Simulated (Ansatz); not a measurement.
# Zr (hcp): energy against volume

Level of theory: DFT, revPBE, plane waves (420 eV) with PAW, scalar-relativistic (Ansatz 0.2.0). The PAW files were generated under PBE, with cores re-solved for the functional.

The cell is scaled uniformly from the relaxed one, with fractional coordinates and shape fixed. Energies are extrapolated to zero smearing, pressures are those at the given smearing. Magnetic state: non-magnetic.

A Birch-Murnaghan fit gives V₀ = 23.80 Å³/atom, B₀ = 90 GPa, B₀′ = 3.3.

What are the energy above the minimum and the pressure at 20.932 Å³/atom?

116.8 meV/atom and 14.30 GPa as computed.

What are the energy above the minimum and the pressure at 24.737 Å³/atom?

9.8 meV/atom and -3.27 GPa as computed.

What are the energy above the minimum and the pressure at 25.689 Å³/atom?

37.8 meV/atom and -6.07 GPa as computed.
